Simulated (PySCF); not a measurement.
Match the calculated data to a structure.

All candidates are C4H4FN.

| technique | computed result |
| --- | --- |
| Polarisability | 56.8 au [B3LYP/def2-SVPD] |
| XPS | C1s 291.5, C1s 291.7, C1s 292.6, C1s 294.2, N1s 405.3, F1s 693.8 eV [ΔSCF SCAN, pcX-2 on the ionised atom, pcseg-1 elsewhere, spin-free X2C] |
| Dipole | 4.28 D [B3LYP/def2-SVPD] |
| Rotational structure | rotational constants A, B, C: 8.434, 2.280, 1.815 GHz [PBE0-D3(BJ)/def2-SVP] |
| UV, strongest line | among the 10 lowest singlet transitions: S2 at 6.08 eV (204 nm, f = 0.438) [TDDFT B3LYP/def2-SVPD] |
| Couplings | largest of the computed one-bond spin–spin couplings (means over like bonds): 19F–13C -318.6, 13C–1H +171.0, 13C–1H +136.8 (×3), 13C–13C +115.7, 13C–13C +97.4, 13C–13C +46.1, 15N–13C -19.8 Hz [B3LYP/pcJ-1, spin–dipole term left out for some pairs] |
| 13C NMR | chemical shifts (computed TMS as zero) by class: 144.9 (1 C), 131.8 (1 C), 119.8 (1 C), 13.1 (1 C) ppm [GIAO PBE/pcSseg-2] |
| Triplet | lowest triplet excitation (Tamm–Dancoff): 3.65 eV [TDA B3LYP/def2-SVPD] |

The electronic properties come from PySCF, for the isolated species, density fitting. Levels stand in brackets. Geometry: PBE0-D3(BJ)/def2-SVP; no solvent, vibrations or thermal averaging. NMR classes are plain means over equivalent atoms (diastereotopic ones count apart unless rotation or inversion swaps them), as if these changed places fast.

Question: Which candidate is it?
A. `N#CC/C=C\F`
B. `F/C=C\[C@H]1C=N1`
C. `C/C(C#N)=C\F`
D. `C/C=C(\F)C#N`
E. `N#CC/C=C/F`

Answer: D. It is `C/C=C(\F)C#N`. Numbering: `[CH3:1]/[CH:2]=[C:3](\[F:4])[C:5]#[N:6]`. Its formula, C4H4FN, gives 3 degrees of unsaturation: 0 rings and 3 π bonds in the structure found. 4 carbons fall into 4 classes; from least to most shielded: vinylic C–F carbon [C3] (144.9 ppm), alkene CH carbon [C2] (131.8 ppm), nitrile carbon [C5] (119.8 ppm), allylic carbon [C1] (13.1 ppm). The couplings run between: -318.6 Hz, vinyl fluorine [F4] and vinylic C–F carbon [C3]; +171.0 Hz, alkene CH carbon [C2] and its hydrogen; +136.8 Hz, allylic carbon [C1] and its hydrogen (with 2 like pairs); +115.7 Hz, vinylic C–F carbon [C3] and nitrile carbon [C5]; +97.4 Hz, alkene CH carbon [C2] and vinylic C–F carbon [C3]; +46.1 Hz, allylic carbon [C1] and alkene CH carbon [C2]; -19.8 Hz, nitrile nitrogen [N6] and nitrile carbon [C5]. The core levels belong to: C1s 291.5 eV, alkene CH carbon [C2]; C1s 291.7 eV, allylic carbon [C1]; C1s 292.6 eV, nitrile carbon [C5]; C1s 294.2 eV, vinylic C–F carbon [C3]; N1s 405.3 eV, nitrile nitrogen [N6]; F1s 693.8 eV, vinyl fluorine [F4]. The hole state at 292.6 eV has ⟨S²⟩ = 0.83 against 0.75, so that value is less sure. The hole state at 405.3 eV has ⟨S²⟩ = 0.82 against 0.75, so that value is less sure. By its constants the optimised geometry is an asymmetric top.

The others, at the same levels:
- `F/C=C\[C@H]1C=N1` fails: its computed 13C shifts are 177.9 (1 C), 162.8 (1 C), 123.5 (1 C), 28.8 (1 C) ppm, strongest line among the 10 lowest singlet transitions is S4 at 6.57 eV (189 nm, f = 0.356) (against S2 at 6.08 eV) and rotational constant A is 12.776 GHz (against 8.434 GHz).
- `C/C(C#N)=C\F` fails: its computed 13C shifts are 172.2 (1 C), 123.2 (1 C), 105.5 (1 C), 13.0 (1 C) ppm, core binding energies are C1s 291.7, C1s 292.3, C1s 292.4, C1s 293.5, N1s 405.0, F1s 694.0 eV and static isotropic polarisability is 54.8 au (against 56.8 au).
- `N#CC/C=C/F` fails: its computed 13C shifts are 164.7 (1 C), 120.9 (1 C), 110.3 (1 C), 18.1 (1 C) ppm, core binding energies are C1s 291.5, C1s 292.5, C1s 293.0, C1s 293.5, N1s 405.3, F1s 693.7 eV and lowest triplet excitation (Tamm–Dancoff) is 4.40 eV (against 3.65 eV).
- `N#CC/C=C\F` fails: its computed 13C shifts are 163.0 (1 C), 120.5 (1 C), 109.5 (1 C), 14.1 (1 C) ppm, core binding energies are C1s 291.5, C1s 292.4, C1s 292.8, C1s 293.5, N1s 405.2, F1s 693.7 eV and lowest triplet excitation (Tamm–Dancoff) is 4.45 eV (against 3.65 eV).

Each candidate is one conformer, not necessarily the lowest. Dipoles, sizes and rotational constants follow the conformer. The torsions of the flexible species, by atom-mapped SMILES:
- `[F:1]/[CH:2]=[CH:3]\[C@H:4]1[CH:5]=[N:6]1`: C2–C3–C4–C5 153°
- `[N:1]#[C:2][CH2:3]/[CH:4]=[CH:5]/[F:6]`: C2–C3–C4–C5 -120°
- `[N:1]#[C:2][CH2:3]/[CH:4]=[CH:5]\[F:6]`: C2–C3–C4–C5 -121°

One-bond C–F couplings are unscaled; at this level they come out some 30 % too large in size.
